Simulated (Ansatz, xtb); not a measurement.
# Relative energy of two isomers of C4H4N2

Structure I is `c1cncnc1`, a singlet and structure II is `c1ccnnc1`, a singlet. Both are isolated molecules in the gas phase, relaxed with B3LYP/def2-SVP.

I (Å):

```yaml
atoms:
  - { symbol: C, position_ang: [-1.4827, 2.7042, 0.4251] }
  - { symbol: C, position_ang: [-1.6643, 1.8233, -0.6433] }
  - { symbol: C, position_ang: [-0.8391, 0.1197, 0.6068] }
  - { symbol: C, position_ang: [-0.9460, 2.1594, 1.5938] }
  - { symbol: N, position_ang: [-1.3445, 0.5296, -0.5588] }
  - { symbol: N, position_ang: [-0.6220, 0.8677, 1.6911] }
  - { symbol: H, position_ang: [-1.7459, 3.7613, 0.3508] }
  - { symbol: H, position_ang: [-2.0805, 2.1707, -1.5969] }
  - { symbol: H, position_ang: [-0.5746, -0.9425, 0.6815] }
  - { symbol: H, position_ang: [-0.7717, 2.7831, 2.4791] }
```

II (Å):

```xyz
10

C    -1.1458    2.5534    0.0483
C    -2.2473    1.8300    0.4803
C    -1.9948    0.5741    1.0484
C     0.1099    1.9564    0.2229
N    -0.7712    0.0618    1.1860
N     0.2822    0.7536    0.7729
H    -1.2400    3.5419   -0.4077
H    -3.2674    2.2104    0.3875
H    -2.8111   -0.0580    1.4136
H     1.0280    2.4633   -0.0921
```

**Question.** Which of the two would you expect CCSD(T)/def2-SVP + ΔMP2/def2-TZVPP electronic energies to favour?

**Answer.** Structure I; the calculation gives E(II) − E(I) = +94.5 kJ/mol.

Level by level:

| level | geometry | E(II) − E(I) (kJ/mol) | departure from the last row (kJ/mol) | job, with rough time for the two |
| --- | --- | --- | --- | --- |
| GFN2-xTB | GFN2-xTB | +80.3 | −14.2 | optimisation, 0.13 s |
| HF/STO-3G | GFN2-xTB | +71.9 | −22.6 | single point, 0.32 s |
| r2SCAN-D4/def2-SVP | GFN2-xTB | +99.1 | +4.6 | single point, 3.3 s |
| B3LYP/def2-SVP | B3LYP/def2-SVP | +97.9 | +3.4 | optimisation, 20 s |
| HF/def2-SVP | B3LYP/def2-SVP | +119.3 | +24.8 | part of the CCSD(T) run |
| MP2/def2-SVP | B3LYP/def2-SVP | +97.6 | +3.1 | part of the CCSD(T) run |
| CCSD(T)/def2-SVP | B3LYP/def2-SVP | +99.2 | +4.7 | single point |
| CCSD(T)/def2-SVP + ΔMP2/def2-TZVPP | B3LYP/def2-SVP | +94.5 |  | single point, 24 s |

As drawn, II has 1 C∷C, 1 N∷N in place of 2 C∷N (∷ is an aromatic bond).

None of the levels shown reverses the order. The largest departure from CCSD(T)/def2-SVP + ΔMP2/def2-TZVPP is that of HF/def2-SVP, 24.8 kJ/mol. The last row adds to CCSD(T) the change of the MP2 difference between the two basis sets, here −4.7 kJ/mol.

With harmonic frequencies from B3LYP/def2-SVP (ideal gas, rigid rotor, one conformer each, 298.15 K, 1 atm): the zero-point term adds −2.1 kJ/mol; ΔH is +92.5 and ΔG +92.3 kJ/mol.

Tabulated enthalpies of formation at 298 K are 195.7 kJ/mol for I (CRC Handbook of Chemistry and Physics) and 278.3 kJ/mol for II (CRC Handbook of Chemistry and Physics), a difference of +82.6 kJ/mol. Calculated less tabulated ΔH, with the same thermal term: GFN2-xTB −4.3, HF/STO-3G −12.7, r2SCAN-D4/def2-SVP +14.5, B3LYP/def2-SVP +13.3, HF/def2-SVP +34.7, MP2/def2-SVP +13.0, CCSD(T)/def2-SVP +14.6, CCSD(T)/def2-SVP + ΔMP2/def2-TZVPP +9.9 kJ/mol. Handbook values carry no stated uncertainty, so the miss of the last row may lie with the table, the conformer or the calculation.

The correlated steps freeze 6 core orbitals. Codes used: Ansatz 0.2.0, xtb 6.7.1; the last row on 4 threads of Arm Neoverse N1 on a shared host.
